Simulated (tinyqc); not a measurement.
MP2 on RHF in the sto-3g basis, frozen core, for NH3, spin multiplicity 1, step by step (part 1 of 2). Computed by tinyqc, a small Python program that keeps every step (integrals from PySCF). Settings: charge = 0, multiplicity = 1, basis = sto-3g, method = RHF, frozen orbitals = 1, energy threshold = 1e-10, iteration cap = 82, orthogonalisation = canonical, start = Wolfsberg-Helmholz matrix, DIIS depth = 6. Command: `OMP_NUM_THREADS=1 python tinyqc.py 26121 26122 out.jsonl` (the two numbers bound the seeds that draw the settings). One thread of a shared host (Intel(R) Xeon(R) Processor @ 2.60GHz), about 0.2 s of CPU time with the checks. The early iterations of the SCF are left out here.

## One-electron integrals

Geometry (angstrom):
```
atom          x          y         z
N      0.000000   0.000000  0.466000
H      1.038000   0.000000  0.000000
H     -0.519000   0.899000  0.000000
H     -0.519000  -0.899000  0.000000
```

Basis sto-3g: exponents (1/bohr^2) and contraction coefficients of normalised primitives:
```
element  l (shell)   exponent  coefficient
N            s (1)  99.106169     0.154329
N            s (1)  18.052312     0.535328
N            s (1)   4.885660     0.444635
N            s (2)   3.780456    -0.099967
N            s (2)   0.878497     0.399513
N            s (2)   0.285714     0.700115
N            p (3)   3.780456     0.155916
N            p (3)   0.878497     0.607684
N            p (3)   0.285714     0.391957
H            s (1)   3.425251     0.154329
H            s (1)   0.623914     0.535328
H            s (1)   0.168855     0.444635
```

Overlap, kinetic and nuclear-attraction integrals over the contracted functions; the nuclear repulsion is the sum of Za Zb / Rab.

nuclear repulsion = 10.64948604 hartree

overlap S:
```
           1N 1s     1N 2s     1N 2px     1N 2py     1N 2pz      2H 1s      3H 1s      4H 1s
1N 1s   1.000000  0.235038   0.000000   0.000000   0.000000   0.043393   0.043388   0.043388
1N 2s   0.235038  1.000000   0.000000   0.000000   0.000000   0.419632   0.419602   0.419602
1N 2px  0.000000  0.000000   1.000000   0.000000   0.000000   0.359022  -0.179494  -0.179494
1N 2py  0.000000  0.000000   0.000000   1.000000   0.000000   0.000000   0.310915  -0.310915
1N 2pz  0.000000  0.000000   0.000000   0.000000   1.000000  -0.161179  -0.161164  -0.161164
2H 1s   0.043393  0.419632   0.359022   0.000000  -0.161179   1.000000   0.164628   0.164628
3H 1s   0.043388  0.419602  -0.179494   0.310915  -0.161164   0.164628   1.000000   0.164602
4H 1s   0.043388  0.419602  -0.179494  -0.310915  -0.161164   0.164628   0.164602   1.000000
```

kinetic energy T (hartree):
```
            1N 1s      1N 2s     1N 2px     1N 2py     1N 2pz      2H 1s      3H 1s      4H 1s
1N 1s   21.990753  -0.128416   0.000000   0.000000   0.000000  -0.010195  -0.010195  -0.010195
1N 2s   -0.128416   0.606994   0.000000   0.000000   0.000000   0.078083   0.078067   0.078067
1N 2px   0.000000   0.000000   1.899358   0.000000   0.000000   0.184969  -0.092467  -0.092467
1N 2py   0.000000   0.000000   0.000000   1.899358   0.000000   0.000000   0.160168  -0.160168
1N 2pz   0.000000   0.000000   0.000000   0.000000   1.899358  -0.083040  -0.083024  -0.083024
2H 1s   -0.010195   0.078083   0.184969   0.000000  -0.083040   0.760032  -0.006112  -0.006112
3H 1s   -0.010195   0.078067  -0.092467   0.160168  -0.083024  -0.006112   0.760032  -0.006115
4H 1s   -0.010195   0.078067  -0.092467  -0.160168  -0.083024  -0.006112  -0.006115   0.760032
```

nuclear attraction V (hartree):
```
             1N 1s      1N 2s     1N 2px     1N 2py     1N 2pz      2H 1s      3H 1s      4H 1s
1N 1s   -47.581179  -5.760875  -0.000002   0.000000   0.015396  -1.086356  -1.086221  -1.086221
1N 2s    -5.760875  -8.244211  -0.000017   0.000000   0.185040  -2.782141  -2.781896  -2.781896
1N 2px   -0.000002  -0.000017  -8.213348   0.000000   0.000007  -2.146867   1.073302   1.073302
1N 2py    0.000000   0.000000   0.000000  -8.213350   0.000000   0.000000  -1.859158   1.859158
1N 2pz    0.015396   0.185040   0.000007   0.000000  -8.137878   1.012189   1.012071   1.012071
2H 1s    -1.086356  -2.782141  -2.146867   0.000000   1.012189  -5.012142  -0.905872  -0.905872
3H 1s    -1.086221  -2.781896   1.073302  -1.859158   1.012071  -0.905872  -5.011992  -0.905730
4H 1s    -1.086221  -2.781896   1.073302   1.859158   1.012071  -0.905872  -0.905730  -5.011992
```

core Hamiltonian H = T + V (hartree):
```
             1N 1s      1N 2s     1N 2px     1N 2py     1N 2pz      2H 1s      3H 1s      4H 1s
1N 1s   -25.590426  -5.889291  -0.000002   0.000000   0.015396  -1.096550  -1.096417  -1.096417
1N 2s    -5.889291  -7.637217  -0.000017   0.000000   0.185040  -2.704058  -2.703830  -2.703830
1N 2px   -0.000002  -0.000017  -6.313990   0.000000   0.000007  -1.961898   0.980835   0.980835
1N 2py    0.000000   0.000000   0.000000  -6.313992   0.000000   0.000000  -1.698990   1.698990
1N 2pz    0.015396   0.185040   0.000007   0.000000  -6.238520   0.929149   0.929047   0.929047
2H 1s    -1.096550  -2.704058  -1.961898   0.000000   0.929149  -4.252110  -0.911984  -0.911984
3H 1s    -1.096417  -2.703830   0.980835  -1.698990   0.929047  -0.911984  -4.251960  -0.911845
4H 1s    -1.096417  -2.703830   0.980835   1.698990   0.929047  -0.911984  -0.911845  -4.251960
```

## Two-electron integrals

Functions are numbered as in S; the eight-fold symmetry (ij|kl) = (ji|kl) = (kl|ij) leaves the list below.

Two-electron integrals (ij|kl) in chemists' order, unique and non-zero (hartree):
```
(11|11) 4.166630    (21|11) 0.640849    (21|21) 0.117461    (22|11) 0.969864
(22|21) 0.220936    (22|22) 0.708245    (31|31) 0.020960    (32|31) 0.032452
(32|32) 0.156449    (33|11) 0.967124    (33|21) 0.220977    (33|22) 0.708086
(33|33) 0.762805    (41|41) 0.020960    (42|41) 0.032452    (42|42) 0.156449
(43|43) 0.041119    (44|11) 0.967124    (44|21) 0.220977    (44|22) 0.708086
(44|33) 0.680568    (44|44) 0.762805    (51|51) 0.020960    (52|51) 0.032452
(52|52) 0.156449    (53|53) 0.041119    (54|54) 0.041119    (55|11) 0.967124
(55|21) 0.220977    (55|22) 0.708086    (55|33) 0.680568    (55|44) 0.680568
(55|55) 0.762805    (61|11) 0.119577    (61|21) 0.021760    (61|22) 0.040755
(61|31) 0.001035    (61|32) 0.001953    (61|33) 0.040915    (61|44) 0.040651
(61|51) -0.000465   (61|52) -0.000877   (61|53) -0.000118   (61|55) 0.040704
(61|61) 0.004098    (62|11) 0.303435    (62|21) 0.070031    (62|22) 0.249381
(62|31) 0.005354    (62|32) 0.041419    (62|33) 0.256985    (62|44) 0.244167
(62|51) -0.002404   (62|52) -0.018595   (62|53) -0.005754   (62|55) 0.246751
(62|61) 0.013353    (62|62) 0.113610    (63|11) 0.222622    (63|21) 0.052010
(63|22) 0.197131    (63|31) 0.010452    (63|32) 0.071499    (63|33) 0.213778
(63|44) 0.187737    (63|51) -0.001555   (63|52) -0.013719   (63|53) -0.007985
(63|55) 0.189658    (63|61) 0.010337    (63|62) 0.107835    (63|63) 0.115454
(64|41) 0.006989    (64|42) 0.040939    (64|43) 0.008256    (64|54) -0.003706
(64|64) 0.014683    (65|11) -0.099944   (65|21) -0.023349   (65|22) -0.088500
(65|31) -0.001555   (65|32) -0.013719   (65|33) -0.088561   (65|44) -0.084283
(65|51) 0.007687    (65|52) 0.047099    (65|53) 0.010176    (65|55) -0.092557
(65|61) -0.004641   (65|62) -0.048412   (65|63) -0.045240   (65|65) 0.034993
(66|11) 0.456368    (66|21) 0.107005    (66|22) 0.436334    (66|31) 0.010130
(66|32) 0.107851    (66|33) 0.466232    (66|44) 0.416042    (66|51) -0.004548
(66|52) -0.048419   (66|53) -0.022532   (66|55) 0.426158    (66|61) 0.020603
(66|62) 0.254618    (66|63) 0.270593    (66|65) -0.121480   (66|66) 0.774606
(71|11) 0.119563    (71|21) 0.021757    (71|22) 0.040750    (71|31) -0.000518
(71|32) -0.000976   (71|33) 0.040712    (71|41) 0.000897    (71|42) 0.001691
(71|43) -0.000114   (71|44) 0.040844    (71|51) -0.000465   (71|52) -0.000877
(71|53) 0.000059    (71|54) -0.000102   (71|55) 0.040699    (71|61) 0.004015
(71|62) 0.012812    (71|63) 0.009304    (71|64) 0.000362    (71|65) -0.004458
(71|66) 0.019535    (71|71) 0.004097    (72|11) 0.303408    (72|21) 0.070025
(72|22) 0.249361    (72|31) -0.002677   (72|32) -0.020707   (72|33) 0.247351
(72|41) 0.004637    (72|42) 0.035869    (72|43) -0.005550   (72|44) 0.253760
(72|51) -0.002404   (72|52) -0.018593   (72|53) 0.002877    (72|54) -0.004983
(72|55) 0.246730    (72|61) 0.012813    (72|62) 0.086978    (72|63) 0.063682
(72|64) 0.009601    (72|65) -0.036055   (72|66) 0.155567    (72|71) 0.013350
(72|72) 0.113593    (73|11) -0.111298   (73|21) -0.026002   (73|22) -0.098554
(73|31) 0.007854    (73|32) 0.048574    (73|33) -0.103303   (73|41) -0.001499
(73|42) -0.013232   (73|43) 0.009212    (73|44) -0.097432   (73|51) 0.000777
(73|52) 0.006859    (73|53) -0.004775   (73|54) 0.001853    (73|55) -0.094818
(73|61) -0.004339   (73|62) -0.023526   (73|63) -0.007132   (73|64) -0.001957
(73|65) 0.009540    (73|66) -0.032542   (73|71) -0.005167   (73|72) -0.053908
(73|73) 0.039868    (74|11) 0.192788    (74|21) 0.045040    (74|22) 0.170714
(74|31) -0.001499   (74|32) -0.013232   (74|33) 0.164642    (74|41) 0.009585
(74|42) 0.063855    (74|43) -0.007701   (74|44) 0.183067    (74|51) -0.001346
(74|52) -0.011880   (74|53) 0.001853    (74|54) -0.006915   (74|55) 0.164242
(74|61) 0.008239    (74|62) 0.059953    (74|63) 0.043604    (74|64) 0.016912
(74|65) -0.024383   (74|66) 0.107951    (74|71) 0.008951    (74|72) 0.093378
(74|73) -0.043629   (74|74) 0.090254    (75|11) -0.099932   (75|21) -0.023347
(75|22) -0.088490   (75|31) 0.000777    (75|32) 0.006859    (75|33) -0.085343
(75|41) -0.001346   (75|42) -0.011880   (75|43) 0.001853    (75|44) -0.087482
(75|51) 0.007686    (75|52) 0.047094    (75|53) -0.005087   (75|54) 0.008812
(75|55) -0.092547   (75|61) -0.004458   (75|62) -0.036054   (75|63) -0.025885
(75|64) -0.003928   (75|65) 0.025405    (75|66) -0.069326   (75|71) -0.004640
(75|72) -0.048403   (75|73) 0.022615    (75|74) -0.039174   (75|75) 0.034986
(76|11) 0.093768    (76|21) 0.021808    (76|22) 0.083202    (76|31) 0.000654
(76|32) 0.005827    (76|33) 0.083023    (76|41) 0.001134    (76|42) 0.010094
(76|43) 0.000336    (76|44) 0.083411    (76|51) -0.001175   (76|52) -0.010464
(76|53) -0.001212   (76|54) -0.002099   (76|55) 0.083081    (76|61) 0.004103
(76|62) 0.036425    (76|63) 0.032019    (76|64) 0.003633    (76|65) -0.017200
(76|66) 0.081330    (76|71) 0.004102    (76|72) 0.036422    (76|73) -0.012862
(76|74) 0.029545    (76|75) -0.017198   (76|76) 0.014475    (77|11) 0.456349
(77|21) 0.107000    (77|22) 0.436319    (77|31) -0.005064   (77|32) -0.053921
(77|33) 0.428574    (77|41) 0.008772    (77|42) 0.093400    (77|43) -0.021732
(77|44) 0.453671    (77|51) -0.004547   (77|52) -0.048414   (77|53) 0.011265
(77|54) -0.019512   (77|55) 0.426143    (77|61) 0.019536    (77|62) 0.155575
(77|63) 0.109762    (77|64) 0.025791    (77|65) -0.069330   (77|66) 0.292253
(77|71) 0.020600    (77|72) 0.254595    (77|73) -0.135281   (77|74) 0.234330
(77|75) -0.121466   (77|76) 0.081330    (77|77) 0.774606    (81|11) 0.119563
(81|21) 0.021757    (81|22) 0.040750    (81|31) -0.000518   (81|32) -0.000976
(81|33) 0.040712    (81|41) -0.000897   (81|42) -0.001691   (81|43) 0.000114
(81|44) 0.040844    (81|51) -0.000465   (81|52) -0.000877   (81|53) 0.000059
(81|54) 0.000102    (81|55) 0.040699    (81|61) 0.004015    (81|62) 0.012812
(81|63) 0.009304    (81|64) -0.000362   (81|65) -0.004458   (81|66) 0.019535
(81|71) 0.004015    (81|72) 0.012811    (81|73) -0.004965   (81|74) 0.007876
(81|75) -0.004458   (81|76) 0.003972    (81|77) 0.019534    (81|81) 0.004097
(82|11) 0.303408    (82|21) 0.070025    (82|22) 0.249361    (82|31) -0.002677
(82|32) -0.020707   (82|33) 0.247351    (82|41) -0.004637   (82|42) -0.035869
(82|43) 0.005550    (82|44) 0.253760    (82|51) -0.002404   (82|52) -0.018593
(82|53) 0.002877    (82|54) 0.004983    (82|55) 0.246730    (82|61) 0.012813
(82|62) 0.086978    (82|63) 0.063682    (82|64) -0.009601   (82|65) -0.036055
(82|66) 0.155567    (82|71) 0.012811    (82|72) 0.086970    (82|73) -0.040150
(82|74) 0.050348    (82|75) -0.036050   (82|76) 0.028962    (82|77) 0.155560
(82|81) 0.013350    (82|82) 0.113593    (83|11) -0.111298   (83|21) -0.026002
(83|22) -0.098554   (83|31) 0.007854    (83|32) 0.048574    (83|33) -0.103303
(83|41) 0.001499    (83|42) 0.013232    (83|43) -0.009212   (83|44) -0.097432
(83|51) 0.000777    (83|52) 0.006859    (83|53) -0.004775   (83|54) -0.001853
(83|55) -0.094818   (83|61) -0.004339   (83|62) -0.023526   (83|63) -0.007132
(83|64) 0.001957    (83|65) 0.009540    (83|66) -0.032542   (83|71) -0.004965
(83|72) -0.040150   (83|73) 0.028930    (83|74) -0.022778   (83|75) 0.016342
(83|76) -0.010084   (83|77) -0.077206   (83|81) -0.005167   (83|82) -0.053908
(83|83) 0.039868    (84|11) -0.192788   (84|21) -0.045040   (84|22) -0.170714
(84|31) 0.001499    (84|32) 0.013232    (84|33) -0.164642   (84|41) 0.009585
(84|42) 0.063855    (84|43) -0.007701   (84|44) -0.183067   (84|51) 0.001346
(84|52) 0.011880    (84|53) -0.001853   (84|54) -0.006915   (84|55) -0.164242
(84|61) -0.008239   (84|62) -0.059953   (84|63) -0.043604   (84|64) 0.016912
(84|65) 0.024383    (84|66) -0.107951   (84|71) -0.007876   (84|72) -0.050348
(84|73) 0.022778    (84|74) -0.019156   (84|75) 0.020452    (84|76) -0.017467
(84|77) -0.082158   (84|81) -0.008951   (84|82) -0.093378   (84|83) 0.043629
(84|84) 0.090254    (85|11) -0.099932   (85|21) -0.023347   (85|22) -0.088490
(85|31) 0.000777    (85|32) 0.006859    (85|33) -0.085343   (85|41) 0.001346
(85|42) 0.011880    (85|43) -0.001853   (85|44) -0.087482   (85|51) 0.007686
(85|52) 0.047094    (85|53) -0.005087   (85|54) -0.008812   (85|55) -0.092547
(85|61) -0.004458   (85|62) -0.036054   (85|63) -0.025885   (85|64) 0.003928
(85|65) 0.025405    (85|66) -0.069326   (85|71) -0.004458   (85|72) -0.036050
(85|73) 0.016342    (85|74) -0.020452   (85|75) 0.025402    (85|76) -0.013276
(85|77) -0.069321   (85|81) -0.004640   (85|82) -0.048403   (85|83) 0.022615
(85|84) 0.039174    (85|85) 0.034986    (86|11) 0.093768    (86|21) 0.021808
(86|22) 0.083202    (86|31) 0.000654    (86|32) 0.005827    (86|33) 0.083023
(86|41) -0.001134   (86|42) -0.010094   (86|43) -0.000336   (86|44) 0.083411
(86|51) -0.001175   (86|52) -0.010464   (86|53) -0.001212   (86|54) 0.002099
(86|55) 0.083081    (86|61) 0.004103    (86|62) 0.036425    (86|63) 0.032019
(86|64) -0.003633   (86|65) -0.017200   (86|66) 0.081330    (86|71) 0.003972
(86|72) 0.028962    (86|73) -0.010084   (86|74) 0.017467    (86|75) -0.013276
(86|76) 0.011753    (86|77) 0.053015    (86|81) 0.004102    (86|82) 0.036422
(86|83) -0.012862   (86|84) -0.029545   (86|85) -0.017198   (86|86) 0.014475
(87|11) 0.093754    (87|21) 0.021805    (87|22) 0.083189    (87|31) -0.001309
(87|32) -0.011653   (87|33) 0.083592    (87|44) 0.082817    (87|51) -0.001175
(87|52) -0.010463   (87|53) 0.002423    (87|55) 0.083069    (87|61) 0.003972
(87|62) 0.028960    (87|63) 0.020167    (87|65) -0.013275   (87|66) 0.053010
(87|71) 0.004101    (87|72) 0.036416    (87|73) -0.019151   (87|74) 0.025908
(87|75) -0.017195   (87|76) 0.011751    (87|77) 0.081316    (87|81) 0.004101
(87|82) 0.036416    (87|83) -0.019151   (87|84) -0.025908   (87|85) -0.017195
(87|86) 0.011751    (87|87) 0.014470    (88|11) 0.456349    (88|21) 0.107000
(88|22) 0.436319    (88|31) -0.005064   (88|32) -0.053921   (88|33) 0.428574
(88|41) -0.008772   (88|42) -0.093400   (88|43) 0.021732    (88|44) 0.453671
(88|51) -0.004547   (88|52) -0.048414   (88|53) 0.011265    (88|54) 0.019512
(88|55) 0.426143    (88|61) 0.019536    (88|62) 0.155575    (88|63) 0.109762
(88|64) -0.025791   (88|65) -0.069330   (88|66) 0.292253    (88|71) 0.019534
(88|72) 0.155560    (88|73) -0.077206   (88|74) 0.082158    (88|75) -0.069321
(88|76) 0.053015    (88|77) 0.292238    (88|81) 0.020600    (88|82) 0.254595
(88|83) -0.135281   (88|84) -0.234330   (88|85) -0.121466   (88|86) 0.081330
(88|87) 0.081316    (88|88) 0.774606
```

## Orthogonalisation

S = U s U^T; canonical form X = U s^(-1/2), so that X^T S X = 1. Each column of U has its largest component positive (the first on a tie).

eigenvalues of S: 0.344435  0.470347  0.470363  0.911174  1.073951  1.365017  1.365035  1.999677

X:
```
                1          2          3          4          5          6          7          8
1N 1s   -0.331246   0.000056   0.000000   0.743237   0.625713  -0.000016   0.000000   0.138580
1N 2s    1.250239  -0.000147   0.000000  -0.212329   0.253331  -0.000026   0.000000   0.419326
1N 2px   0.000154   0.931357   0.000000  -0.000007   0.000009   0.658560   0.000000   0.000021
1N 2py   0.000000   0.000000   0.931362   0.000000   0.000000   0.000000   0.658545   0.000000
1N 2pz  -0.434590   0.000040   0.000000  -0.673817   0.666535   0.000001   0.000000  -0.148545
2H 1s   -0.589390  -0.915957   0.000000  -0.123779  -0.101937   0.446371   0.000000   0.307144
3H 1s   -0.589166   0.458088  -0.793279  -0.123792  -0.101949  -0.223208   0.386588   0.307114
4H 1s   -0.589166   0.458088   0.793279  -0.123792  -0.101949  -0.223208  -0.386588   0.307114
```

Within a degenerate level the vectors are fixed only up to a rotation; this is one choice.

## Starting guess

The start is the generalised Wolfsberg-Helmholz matrix (K = 1.75) built on H; D = 2 C_occ C_occ^T.

D at the start:
```
            1N 1s      1N 2s     1N 2px     1N 2py     1N 2pz      2H 1s      3H 1s      4H 1s
1N 1s    2.048132  -0.196457   0.000009   0.000000  -0.099886  -0.120961  -0.120953  -0.120953
1N 2s   -0.196457   0.986380  -0.000035   0.000000   0.356709   0.286448   0.286436   0.286436
1N 2px   0.000009  -0.000035   1.325351   0.000000   0.000019   0.449234  -0.224624  -0.224624
1N 2py   0.000000   0.000000   0.000000   1.325360   0.000000   0.000000   0.389043  -0.389043
1N 2pz  -0.099886   0.356709   0.000019   0.000000   1.889549  -0.071214  -0.071203  -0.071203
2H 1s   -0.120961   0.286448   0.449234   0.000000  -0.071214   0.255041   0.026621   0.026621
3H 1s   -0.120953   0.286436  -0.224624   0.389043  -0.071203   0.026621   0.255016   0.026618
4H 1s   -0.120953   0.286436  -0.224624  -0.389043  -0.071203   0.026621   0.026618   0.255016
```
